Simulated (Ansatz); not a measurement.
HAl–AlH, triplet: the ladder up to full CI

Geometry: a point of a breathe scan, not a stationary point.

| atom | x (Å) | y (Å) | z (Å) |
| --- | --- | --- | --- |
| Al | 0.0000 | 0.0000 | 1.5008 |
| Al | 0.0000 | 0.0000 | -1.5008 |
| H | 0.0000 | 0.0000 | 3.5555 |
| H | 0.0000 | 0.0000 | -3.5555 |

Basis 6-31G; Ansatz 0.2.0. Only valence electrons are correlated (noble-gas cores frozen), which leaves 8 electrons in 20 orbitals. R marks a restricted (for open shells ROHF) determinant, U an unrestricted one. Active spaces: valence = (8e, 10o) chosen from the atoms' valence shells; pair = (4e, 4o) about the gap.

Full CI is exact within this basis and frozen core; it isn't the basis-set limit. The frozen core follows each run's orbitals, which can shift R against U totals by a few meV.

Unrestricted rows (U) aren't spin-pure: their determinants' ⟨S²⟩ exceeds S(S+1) by up to 0.16, so they mix in states of higher spin. For open shells CISD and CISDTQ are restricted-active-space CI with the open shells as a complete middle space.

```
UHF ⟨S²⟩                          : 2.158
T1 diagnostic (RCCSD)             : 0.0452
largest doubles amplitude (RCCSD) : 0.137
T1 diagnostic (UCCSD)             : 0.0361
```

| level | E − E(RHF) (eV) |
| --- | --- |
| RMP2 | -1.9079 |
| UMP2 | -1.9075 |
| RCCSD | -2.9258 |
| UCCSD | -2.9399 |
| RCCSD(T) | -3.0341 |
| UCCSD(T) | -3.0278 |

Task: Estimate how far full CI in 6-31G lies from RCCSD(T). The table doesn't fix it; the size of (T) and the diagnostics are the guide.

Result: Full CI in 6-31G lies 5.4 kJ/mol below RCCSD(T), which is 52 % of the (T) step (-10.4 kJ/mol). T1 is raised, a doubles amplitude is large, and the rest is a large part of (T). The miss exceeds 1 kcal/mol.

The other levels:

```json
{"level": "BCCD(T)", "E − E(full CI) (kJ/mol)": "5.9", "share of correlation (%)": "98.01", "wall time": "2.2 s"}
{"level": "RCCSDT", "E − E(full CI) (kJ/mol)": "0.8", "share of correlation (%)": "99.75", "wall time": "–"}
{"level": "UCCSDT", "E − E(full CI) (kJ/mol)": "0.8", "share of correlation (%)": "99.74", "wall time": "–"}
{"level": "CISDTQ", "E − E(full CI) (kJ/mol)": "1.8", "share of correlation (%)": "99.38", "wall time": "11 s"}
{"level": "RCCSDT(Q)", "E − E(full CI) (kJ/mol)": "0.1", "share of correlation (%)": "99.96", "wall time": "5.5 s"}
{"level": "UCCSDT(Q)", "E − E(full CI) (kJ/mol)": "0.2", "share of correlation (%)": "99.93", "wall time": "5.5 s"}
{"level": "CASSCF (valence space)", "E − E(full CI) (kJ/mol)": "55.2", "share of correlation (%)": "81.49", "wall time": "–"}
{"level": "NEVPT2 (valence space)", "E − E(full CI) (kJ/mol)": "16.8", "share of correlation (%)": "94.36", "wall time": "6 s"}
{"level": "MRCISD (valence space)", "E − E(full CI) (kJ/mol)": "1.9", "share of correlation (%)": "99.37", "wall time": "–"}
{"level": "MRCISD+Q (valence space)", "E − E(full CI) (kJ/mol)": "0.6", "share of correlation (%)": "99.79", "wall time": "8.5 s"}
```

The correlation energy at full CI, counted from RHF, is -3.090 eV. That run took 69 s on 1 thread of Arm Neoverse V1, shared host over 2,934,208 determinants.

Run but not shown, since their state or frozen core can't be matched to the reference's or they repeat it: UHF, CISD, CASSCF (pair space), NEVPT2 (pair space), MRCISD (pair space), MRCISD+Q (pair space).

Times hold each run's SCF and search for its determinant on a shared host, so for small cases they say little of a method's own cost; they ran on 1 thread of Arm Neoverse V1.

The full-CI state has the irrep B2g of D2h, in the program's axes (one component, if the state is degenerate).

Natural occupations of full CI about the gap: 1.929 1.922 1.880 1.012 0.958 0.094 0.072 0.038 0.036 0.029; effectively unpaired electrons, Σ n²(2−n)², 2.15.
